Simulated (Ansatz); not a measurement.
CH2 (SMILES [CH2]) moved off its minimum; all values from Ansatz (a program for electronic structure), cores frozen in correlated methods.
(charge 0, multiplicity 1)
```xyz
3

C      0.1048     0.2374     0.0897
H     -0.8281    -0.5590    -0.0613
H      0.8575    -0.5674    -0.0780
```

Forces at wB97M-V/def2-TZVPP (eV/Å):

```csv
atom,Fx,Fy,Fz
C1,-1.953,-2.268,-0.436
H2,1.554,1.937,0.374
H3,0.398,0.331,0.063
```

Question: Give the forces (eV/Å), the total energy and the dipole at CCSD(T)/aug-cc-pVTZ.

Answer: 
| atom | Fx | Fy | Fz |
|---|---|---|---|
| C1 | -1.938 | -2.150 | -0.413 |
| H2 | 1.454 | 1.878 | 0.363 |
| H3 | 0.484 | 0.272 | 0.050 |
Energy -39.0564 hartree, dipole 1.58 D.

Doubts at one or more of the structures used: a restricted determinant that unrestricted orbitals would lower (CCSD(T)/aug-cc-pVTZ).
